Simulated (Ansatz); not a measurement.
Mulliken charges of FH3OSi, SMILES `O[SiH2]F` from PBE/def2-TZVPP in Ansatz (PBE0-D4/def2-TZVP geometry).

```csv
atom,x (Å),y (Å),z (Å),charge (e)
O1,-0.854,-0.209,-0.924,-0.341
Si2,0.378,-0.009,0.124,0.602
F3,0.181,-0.923,1.418,-0.279
H4,-1.714,0.150,-0.706,0.193
H5,1.596,-0.459,-0.576,-0.080
H6,0.455,1.386,0.618,-0.094
```

Task: By hand: the dipole of these point charges (1 e Å = 4.8032 D).

Result: Σ q r = (-0.033, 0.259, -0.154) e Å, of length 0.303 e Å = 1.46 D.

Task: How does the dipole of the full density compare? (Estimate.)

Result: The calculation gave: (-0.179, 0.259, -0.067) e Å, 1.55 D; the point charges give 0.94 times that, at 31° from its direction.

Point charges leave out the atoms' own dipoles, such as those of lone pairs, and Mulliken's split depends on the basis, so the two needn't agree.
